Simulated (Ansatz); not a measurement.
Elastic constant C11 of some elemental solids other than molecular ones

Method: r²SCAN+rVV10 (Ansatz, a quantum-chemistry and plane-wave program, PAW). References are measured values at low temperature. The table is a random draw of 10 from 12 solids with such references.

Values in GPa.

```
solid                 reference  r²SCAN+rVV10  error (%)
--------------------  ---------  ------------  ---------
fcc Al                      114           133      +16.7
diamond                    1081          1114       +3.1
diamond-structure Si        168           169       +0.6
hcp Ti                      176           190       +8.0
bcc W                      533¶           563       +5.6
bcc Ta                     266¶           278       +4.5
hcp Zr                      155             ?          ?
hcp Zn                     177¶           231        +31
diamond-structure Ge        131           129       -1.5
fcc Cu                     176¶           212        +20
```

Question: Estimate the withheld r²SCAN+rVV10 value.

Answer: The errors of the other rows run from -1.5 % to +31 %, with a median of +5.6 %; carried to the reference 155 it gives 164 GPa. The run gives 155 GPa (0.0 %), -5.5 % from the estimate; the row was drawn at random, and such an estimate is rough. Over these 10 solids the mean error is +8.8 %, the mean absolute error 9.1 % (median 5.1 %), and the worst case hcp Zn at +31 %; the value is above the reference in 8 of 10 cases. Over all 12, from unrounded values, the mean error is +8.9 % and the mean absolute error 9.2 % (median 5.1 %). Caveats on values not shown: shear constants of such metals converge slowly with the k mesh (1).

All these references are low-temperature values that still hold zero-point motion.

Spin–orbit coupling is left out, also for the solids with elements from indium on (bcc W, bcc Ta); its size isn't shown.

¶ marks references of a special kind: bcc W, 533 GPa (measured, 0 K, extrapolated to 0 K; zero-point effects included; as tabulated in Wang et al. (2022), arXiv:2209.12322); bcc Ta, 266 GPa (measured, 0 K, extrapolated to 0 K; zero-point effects included; as tabulated in Wang et al. (2022), arXiv:2209.12322); hcp Zn, 177 GPa (measured, 0 K, extrapolated to 0 K; zero-point effects included; as tabulated in Galib et al. (2023), arXiv:2209.08184); fcc Cu, 176 GPa (measured, 0 K, extrapolated to 0 K; zero-point effects included; as tabulated in Malica and Corso (2021), arXiv:2109.00459).

Differences are worked out from the printed values.

Each level is taken at its own relaxed cell. Caveats: shear constants of such metals converge slowly with the k mesh (bcc W, bcc Ta). Ansatz's density-functional and Hartree–Fock values are scalar-relativistic unless marked +SOC, with PAW data made under PBE.

Ansatz's runs of these crystals have no spin polarisation. Meta-GGAs and exact exchange favour moments, which can bear on hcp Ti.

Not in this set, of the elemental solids other than molecular ones with a reference value in our tables and a result at some level: 15 for a reference at room or unstated temperature; 12 for no value at r²SCAN+rVV10 (not run, a failed fit, an unstable or unbound cell, or a value held back for tests); 1 for a doubt noted on the run at r²SCAN+rVV10. These can be a level's best or worst cases. Solids without a released value at any level aren't counted. L1₀ solids are left out, as their cells have other axes than the references. Layered and molecular crystals are counted apart. The metals Ce to Yb are counted apart.

References as tabulated in Tanner et al. (2021), arXiv:2110.11888; Wang et al. (2022), arXiv:2209.12322; Li et al. (2021), arXiv:2102.01972; Ferrari et al. (2019), arXiv:1905.01197 and others.
